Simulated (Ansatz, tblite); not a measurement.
# CrO3: a ladder of methods and basis sets

The task here is to estimate one member of a computed series from the others.

Program: Ansatz 0.2.0, Gaussian basis. Level of theory: as each input shows. These are calculated values, not measurements.

Levels to be run: GFN1-xTB, GFN2-xTB, PBE-D4/def2-TZVP, r2SCAN-D4/def2-TZVP, BLYP-D4/def2-TZVP, LC-ωPBE/def2-TZVP, B2PLYP/def2-TZVP, HF/def2-TZVP, r2SCAN0-D4/def2-TZVP, r2SCANh-D4/def2-TZVP, revPBE-D4/def2-TZVP, PBE-D4/def2-SVP, PBE0-D4/def2-SVP, HF/STO-3G, HF/6-31G, B3LYP-D4/6-31G, PBE0-D4/def2-TZVPD, PBE-D4/def2-TZVPD, r2SCAN-D4/def2-TZVPD, CCSD(T)/def2-TZVPP, MP2/def2-TZVP, RPA/def2-TZVP.

### The structure

The singlet was relaxed beforehand with PBE0-D4/def2-TZVP.

4 atoms, charge 0, spin multiplicity 1.

Bond lengths: Cr1–O2 1.563 Å, Cr1–O3 1.563 Å, Cr1–O4 1.563 Å. Angles: O2–Cr1–O3 115.3°, O2–Cr1–O4 115.3°, O3–Cr1–O4 115.3°.

Formally the metal is d0. No spin-orbit coupling is included.

PBE0-D4/def2-TZVP was run before; its log isn't repeated, and its numbers join the tables.

The first run:

Tight binding, by tblite at 300 K electronic temperature and without a spin-polarisation term:

```python
tblite.interface.Calculator('GFN1-xTB', numbers, positions, charge=0, uhf=0).singlepoint()
```

Tight binding, by tblite at 300 K electronic temperature and without a spin-polarisation term:

```python
tblite.interface.Calculator('GFN2-xTB', numbers, positions, charge=0, uhf=0).singlepoint()
```

start.molden holds the orbitals of an earlier run on this state, given as this run's starting guess.

The input, in.yaml:

```yaml
crystal:
  periodic: [false, false, false]
  atoms:
    - {symbol: Cr, position_ang: [-0.002291, 0.001881, 0.258190]}
    - {symbol: O, position_ang: [1.525068, -0.027338, -0.072341]}
    - {symbol: O, position_ang: [-0.738166, 1.332834, -0.102329]}
    - {symbol: O, position_ang: [-0.784601, -1.307377, -0.083520]}
basis:
  gaussian: {orbitals: def2-TZVP, initial_orbitals: start.molden}
hamiltonian: {xc: pbe, dispersion: d4}
scf: {omitted_lower_state_checks: [starts]}
output: {forces: true, orbitals: {seedname: orbitals}}
```

Command:

```
ansatz run in.yaml --threads 2 --pin off --events-out ev --progress --plain --max-ram 4352MiB
```

Among the steps run: PBE-D4/def2-TZVP; r2SCAN-D4/def2-TZVP; BLYP-D4/def2-TZVP; LC-ωPBE/def2-TZVP; B2PLYP/def2-TZVP; HF/def2-TZVP; r2SCAN0-D4/def2-TZVP; r2SCANh-D4/def2-TZVP; revPBE-D4/def2-TZVP; PBE-D4/def2-SVP; PBE0-D4/def2-SVP; HF/STO-3G; HF/6-31G; B3LYP-D4/6-31G; PBE0-D4/def2-TZVPD; PBE-D4/def2-TZVPD; r2SCAN-D4/def2-TZVPD; CCSD(T)/def2-TZVPP; MP2/def2-TZVP; RPA/def2-TZVP.

One of the session's tables, all rows but one given; the rest of the session is left out.

It belongs to the step «Levels side by side». 

| level | HOMO (eV) | gap (eV) |
| --- | --- | --- |
| HF/STO-3G | -8.71 | 12.08 |
| HF/6-31G | -13.25 | 11.91 |
| HF/def2-TZVP | -13.44 | 12.05 |
| PBE-D4/def2-SVP | -7.44 | 1.52 |
| PBE-D4/def2-TZVP | -7.66 | 1.55 |
| PBE-D4/def2-TZVPD | -7.69 | 1.56 |
| revPBE-D4/def2-TZVP | -7.57 | 1.61 |
| BLYP-D4/def2-TZVP | -7.59 | 1.46 |
| r2SCAN-D4/def2-TZVP | -8.06 | 1.98 |
| r2SCAN-D4/def2-TZVPD | ? | ? |
| r2SCANh-D4/def2-TZVP | -8.70 | 2.95 |
| B3LYP-D4/6-31G | -8.95 | 3.39 |
| PBE0-D4/def2-SVP | -9.30 | 4.08 |
| PBE0-D4/def2-TZVP | -9.38 | 4.12 |
| PBE0-D4/def2-TZVPD | -9.40 | 4.11 |
| r2SCAN0-D4/def2-TZVP | -9.69 | 4.44 |
| LC-ωPBE/def2-TZVP | -12.11 | 9.28 |

**Question.** Estimate the row for r2SCAN-D4/def2-TZVPD.

**Answer.** HOMO (eV): -8.07; gap (eV): 1.99. In the column «HOMO (eV)» it lies between r2SCANh-D4/def2-TZVP (-8.70) and r2SCAN-D4/def2-TZVP (-8.06).
